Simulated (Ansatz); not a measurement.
Correlation energies of C$_{8}$H$_{18}$, SMILES `CCCC(C)(C)CC` by basis set

Cartesian coordinates in Å:
```
C -0.737 2.804 1.129
C -0.568 1.695 0.105
C -0.375 0.337 0.760
C -0.221 -0.870 -0.177
C 0.024 -2.108 0.683
C -1.504 -1.089 -0.975
C 0.933 -0.679 -1.173
C 2.296 -0.380 -0.570
H 0.138 2.873 1.782
H -0.872 3.777 0.652
H -1.607 2.622 1.767
H 0.288 1.924 -0.538
H -1.444 1.673 -0.552
H -1.228 0.141 1.423
H 0.501 0.387 1.418
H 0.914 -2.000 1.307
H 0.152 -2.999 0.061
H -0.824 -2.286 1.351
H -2.364 -1.216 -0.310
H -1.715 -0.250 -1.643
H -1.424 -1.988 -1.593
H 0.666 0.123 -1.869
H 1.001 -1.588 -1.782
H 2.625 -1.170 0.109
H 3.051 -0.291 -1.355
H 2.296 0.559 -0.011
```

The species carries charge 0 and has multiplicity 1. All single points use the PBE0-D4/def2-TZVP geometry. It is one conformer, not always the lowest. Frozen core, restricted reference, the Gaussian-basis code of Ansatz. CBS rows extrapolate triple and quadruple zeta; past MP2 they add the triple-zeta difference.

| basis | HF (Eh) | MP2 corr. | CCSD corr. | (T) | CCSD(T) total |
| --- | --- | --- | --- | --- | --- |
| def2-SVP | -313.20954 | -1.17281 | -1.28122 | -0.03928 | -314.53004 |
| def2-TZVPP | -313.54535 | -1.42680 | -1.51519 | -0.06033 | -315.12087 |
| def2-QZVPP | -313.56016 | -1.51372 | – | – | – |
| CBS(def2) | -313.56220 | -1.57811 | -1.66650 | as TZ | -315.28903 |
